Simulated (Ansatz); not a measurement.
fcc Cu, treated with rVV10 (plane waves, PAW; Ansatz, an electronic-structure program).

Run with plane-wave cutoff 520 eV, 26×26×26 k mesh, Fermi–Dirac smearing 0.05 eV, no spin polarisation, scalar-relativistic PAW data made under PBE.

Pressure at four volumes; x = ln(V/12.127 Å³). One pressure is withheld.

```tsv
V (Å³/atom)	x	P (GPa)
11.399	-0.0619	9.98
12.127	0.0000	-0.01
12.612	0.0392	-4.94
12.854	0.0582	?
```

Q: Pass a parabola P(x) through the three rows shown, estimate the bulk modulus and its pressure derivative near zero pressure, and predict the withheld pressure.

A: Slopes between the rows: (-0.01 − (9.98))/(0.0000 − (-0.0619)) = -161.39 and (-4.94 − (-0.01))/(0.0392 − (0.0000)) = -125.77 GPa. Their difference over the span 0.1011 is c = 35.62/0.1011 = 352.3 GPa, so P(x) = 9.98 + (-161.39)(x − (-0.0619)) + 352.3 (x − (-0.0619))(x − (0.0000)). At the middle row B = −dP/dx = −[-161.39 + 352.3 × 0.0619] = 139.6 GPa, and B′ = dB/dP = 2c/B = 5.0. At x = 0.0582 the parabola gives -6.94 GPa; the run gives -7.01 GPa. The Birch–Murnaghan fit to the energies at all volumes has B0 = 139 GPa and B′ = 4.9.

Measured, for comparison: bulk modulus 144 GPa (0 K value with the zero-point phonon effect removed, sources range from 140 to 145; as tabulated in Mejia-Rodriguez and Trickey (2018), arXiv:1807.09216). Computed less measured: bulk modulus -3.5 % (-0.7 % to -4.1 % over the range).
